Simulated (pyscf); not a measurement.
H₃Ge–SbH₂ (SMILES [GeH3][SbH2]) + H₂ (SMILES [H][H]) → SbH₃ (SMILES [SbH3]) + GeH₄ (SMILES [GeH4]), a four-centre exchange (singlet surface; Ge–Sb, H–H broken, H–Sb, Ge–H formed). Single points on ωB97X-D3(BJ)/def2-SVP structures (PySCF, gas phase). Energies in eV from the separated reactants.

Small-basis levels: PySCF, no dispersion term, spherical d functions. 

### Question
Quick BP86/6-31G*+LANL2DZ single points give ΔE‡ = 2.90 eV and ΔE = +0.23 eV. What does ωB97M-D3(BJ)/def2-TZVP give, and how far is the quick result from it?

### Answer
ωB97M-D3(BJ)/def2-TZVP gives ΔE‡ = 3.17 eV and ΔE = +0.21 eV. BP86/6-31G*+LANL2DZ lies 0.27 eV under it in the barrier and 0.01 eV over it in the reaction energy, so on this step it does not hold to within 0.13 eV. ωB97M-D3(BJ)/def2-TZVP has limits of its own. The same reactants have a lower exit, to GeH₃• + SbH₂• + H₂ (no saddle counted: cutting one bond costs +2.39 eV at ωB97M-D3(BJ)/def2-TZVP, against +3.17 eV here). This is the saddle that the search found; another between the same sides may lie lower. One closed-shell reference is unstable to symmetry breaking; treat the single-reference values with care. In the def2 sets elements up to Kr have no core potential. In the def2 sets elements past Kr carry core potentials, without spin-orbit coupling.
